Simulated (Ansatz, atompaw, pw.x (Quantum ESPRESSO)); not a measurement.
**silicon (diamond): variants of one PAW (atompaw) potential in the solid**

atompaw 4.2.0.5 input, output lines left out:

```
Si 14
LDA-PW scalarrelativistic loggrid 1500 logderivrange -3 5 201
3 3 0 0 0 0
3 1 2
0 0 0
c
c
v
c
v
2
2.05 1.70 1.60 1.60
y
0.25
n
y
0.05
n
y
0.05
y
1.75
n
custom rrkj vanderbiltortho sinc
bessel
1.95
1.95
2.05
2.05
2.05
2.05
```

Crystal test: diamond Si in pw.x 7.5, no spin, 9³ k-points, Fermi–Dirac smearing 0.01 Ry, cutoffs set for each file from its atomic test. The reference is all-electron LAPW (Ansatz 0.2.0) with the same functional, mesh and smearing; V0 and B0 come from Birch–Murnaghan fits to the pressures at five volumes. Errors are pseudo minus all-electron; Δ is the rms difference of the E(V) curves that follow from these fits, minima aligned, over ±6 % about the mean V0. Mesh and smearing are coarse, so the numbers serve the comparison and aren't converged zero-temperature values; the lattice is a test structure that the element need not adopt.

All-electron: a0 = 5.400 Å (V0 = 19.69 Å³/atom), B0 = 96.2 GPa.

```tsv
change	cutoffs (Ry)	pw.x	a0 (Å)	a0 error (%)	B0 error (%)	Δ (meV/atom)	mean pressure error (GPa)
base	40/400	converged	5.403	+0.05	+0.4	0.6	+0.15
augmentation sinc compensation charge, radius 1.56 bohr; PAW radius 2.05 bohr; waves and projectors: custom rrkj vanderbiltortho	40/400	converged	5.403	+0.05	+0.4	0.6	+0.15
all radii scaled by about 1.20 (s 2.34, p 2.46, d 2.46 bohr); local potential bessel scheme, radius 1.92 bohr; augmentation sinc compensation charge, radius 2.04 bohr; PAW radius 2.46 bohr; waves and projectors: custom rrkj vanderbiltortho; core correction smooth core density matched at 1.92 bohr	40/400	converged	5.402	+0.04	+0.5	0.5	+0.11
augmentation sinc compensation charge, radius 1.70 bohr; PAW radius 2.05 bohr; waves and projectors: custom rrkj gramschmidtortho	40/400	converged	5.403	+0.05	+0.4	0.6	+0.15
wave 3s channel at 0.25 Ry: rc 1.95 bohr becomes 3s channel at -0.7 Ry: rc 1.95 bohr	40/400	converged	5.403	+0.05	+0.4	0.6	+0.15
```

Give the row for: local potential bessel scheme, radius 1.10 bohr.

pw.x: converged; mean pressure error (GPa): +0.09; a0 (Å): 5.402; a0 error (%): +0.03; B0 error (%): +0.4; Δ (meV/atom): 0.4.
